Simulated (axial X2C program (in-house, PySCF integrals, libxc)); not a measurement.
# FH: properties at the nuclei

Aim: properties at the nuclei of FH, with spin–orbit coupling in the Hamiltonian from the start.

Computed with an in-house X2C program for linear molecules on PySCF integrals. Level: two-component X2C with atomic mean-field terms, F dyall-av3z, H dyall-v3z.

All values are calculated.

## Step 1: Set-up

Input file task.json:

```json
{"zs": [9, 1], "q": 0, "bas": ["dyall-av3z", "dyall-v3z"], "r0": 0.96, "levels": ["PBE0", "HF", "B3LYP", "PBE50", "r2SCAN"], "nst": 3}
```

Keys: zs atomic numbers; q charge; bas basis sets; r0 starting distance in Å; levels methods (HF also brings MP2); nst determinants followed.

Launch:

```
python soeom.py task.json out
```

Further steps of the session: Expectation values, lowest determinant.

**Question.** What will these runs give? Wanted: lowest determinant; qzz F; qzz H; μ.

The runs gave:

```
          quantity                 value
lowest determinant  Ω = 0 (closed shell)
qzz F (a.u.), PBE0                  2.79
qzz H (a.u.), PBE0                  0.55
       μ (D), PBE0                  1.81
```

The expectation values come from single determinants, which for open shells can mix terms of unlike spin or miss the lowest Ω, so a determinant need not be a state. qzz is the electric field gradient, eQq0 = 234.96 MHz × Q/barn × qzz; μ is positive if H is the positive end. The operators were transformed with the bare-nucleus X2C matrices.
